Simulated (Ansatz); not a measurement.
Basis-set extrapolation for C₃H₄O₂ (`CC(=O)C=O`) (PBE0-D4/def2-TZVP geometry, frozen core, the Gaussian-basis code of Ansatz). Multiplicity 1, RHF reference.

```csv
,def2-TZVPP,def2-QZVPP
HF,-265.750285,-265.762310
MP2 correlation,-0.935538,-1.003271
CCSD(T) correlation,-0.997609,not run
```

Energies in hartree. Use E(X) = E(∞) + A·exp(−7.88·√X) for Hartree–Fock and E(X) = E(∞) + B·X^(−2.97) for correlation, with X = 3 and 4, and add CCSD(T) minus MP2 of the smaller set to the MP2 limit.

What is the CCSD(T) energy at the basis-set limit?

HF limit: -265.762310 + (-0.012025) × 0.13774 = -265.76397. MP2 limit: -1.003271 + (-0.067733) × 0.74074 = -1.05344. Higher-order term: -0.997609 − (-0.935538) = -0.06207. Total: -266.87948 hartree, 345.5 kJ/mol below CCSD(T)/def2-TZVPP.
